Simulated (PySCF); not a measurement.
Nitryl fluoride, FNO2.
Bonds: O1–N2 (double), N2–O3, N2–F4.

Theory: PySCF, PBE0-D3(BJ)/def2-SVP geometry optimisation, gas phase.

(1) Give the optimised bond lengths and angles.

## Answers

(1) 
```csv
bond,length (Å),order
"O1=N2, N2–O3",1.172,double/single
N2–F4,1.428,single
```

Bonds in one row agree within 0.01 Å and their mean is given. Orders are formal, as drawn. A selection of angles:
```csv
angle,degrees
O1–N2–O3,134.9
O1–N2–F4,112.5
```

The 4 heavy atoms lie in one plane (0.000 Å rms). N2 (nitrogen bonded to F and 2 O) is planar (angles 134.9°, 112.6° and 112.5°, sum 360.0°, 0.00 Å off the plane of its three neighbours).

Point group: C2v (every atom within 0.08 Å of its image). PBE0-D3(BJ)/def2-SVP frequencies: not computed here.

The run took 5.6 s on one thread, Arm Neoverse V2 (aarch64), shared host with 96 logical CPUs at a one-minute load of 38, and the process peaked at 0.27 GiB of memory. That covers the optimisation of the geometry.
